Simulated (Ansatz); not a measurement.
Worked example: correlation energy of BH₂, doublet

Geometry: displaced at random from a stationary point.

```yaml
atoms:
  - { symbol: B, position_ang: [-0.0036, -0.0821, 0.0051] }
  - { symbol: H, position_ang: [-0.0045, 0.4108, -1.0831] }
  - { symbol: H, position_ang: [0.0435, 0.4701, 1.0283] }
```

Basis aug-cc-pVDZ; Ansatz 0.2.0. Only valence electrons are correlated (noble-gas cores frozen), which leaves 5 electrons in 40 orbitals. R marks a restricted (for open shells ROHF) determinant, U an unrestricted one.

Full CI is exact within this basis and frozen core; it isn't the basis-set limit. The frozen core follows each run's orbitals, which can shift R against U totals by a few meV.

Runs differ by some tens of microhartree through their thresholds and, for an open shell, their frozen cores, so steps under 0.1 kcal/mol mean nothing.

```csv
level,total energy (hartree)
UHF,-25.753303
UMP2,-25.821871
UCCSD,-25.841852
UCCSD(T),-25.843198
UCCSDT,-25.843609
UCCSDT(Q),-25.843629
full CI,-25.843625
```

Task: What is the correlation energy at full CI, and what share of it do UMP2 and UCCSD(T) recover?

Result: E(corr) = -25.843625 − (-25.753303) = -0.090322 hartree = -2.458 eV. UMP2: -0.068568 / -0.090322 = 75.92 %. UCCSD(T): -0.089895 / -0.090322 = 99.53 %.

Task: By how many kcal/mol does UCCSD(T) miss full CI (1 hartree = 627.509 kcal/mol), and which steps make up the rest?

Result: -25.843198 − (-25.843625) = 0.000427 hartree = 0.27 kcal/mol. Steps: UCCSDT − UCCSD(T) = -0.26, UCCSDT(Q) − UCCSDT = -0.01, full CI − UCCSDT(Q) = 0.00 kcal/mol. That is within 1 kcal/mol of the reference in this basis, which itself misses far more of the correlation at the basis-set limit.
